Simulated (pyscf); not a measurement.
PySCF, gas phase, ωB97X-D3(BJ)/def2-SVP geometries.

Problem. Estimate by transition-state theory the rate constant of CH₄ (SMILES C) + H₃C–AlH–Cl (SMILES [CH3][AlH][Cl]) → H₃C–AlH–CH₃ (SMILES [CH3][AlH][CH3]) + HCl (SMILES Cl) (singlet surface; C–H, Al–Cl broken, Al–C, Cl–H formed) at 900 K, with ωB97M-D3(BJ)/def2-TZVP energies (ideal gas, 1 atm, RRHO with modes under 100 cm⁻¹ raised to 100, one conformer, R ln 2 for chiral ones without a mode under 150 cm⁻¹; no tunnelling).

Solution. The electronic barrier is 43.6 kcal/mol and the thermal terms add +25.0, so ΔG‡ = 68.6 kcal/mol. With k_BT/h = 1.88e+13 s⁻¹ and RT = 1.788 kcal/mol, and a volume of 1.23e-19 cm³ per molecule at 1 atm, k = 5.0e-23 cm³ molecule⁻¹ s⁻¹. Wigner's tunnelling factor for 666i cm⁻¹ would be 1.05. A shift of 1 kcal/mol in the barrier changes k by a factor 1.7. On the product side the descent ends in an adduct with a Al–Cl contact, 8.3 kcal/mol under the separated species and 6.3 kcal/mol under the saddle at ωB97X-D3(BJ)/def2-TZVP. What is counted as broken (Al–Cl) persists as a longer contact in the product adduct; parting that adduct is a step of its own. One saddle was located; it need not be the lowest between these sides.
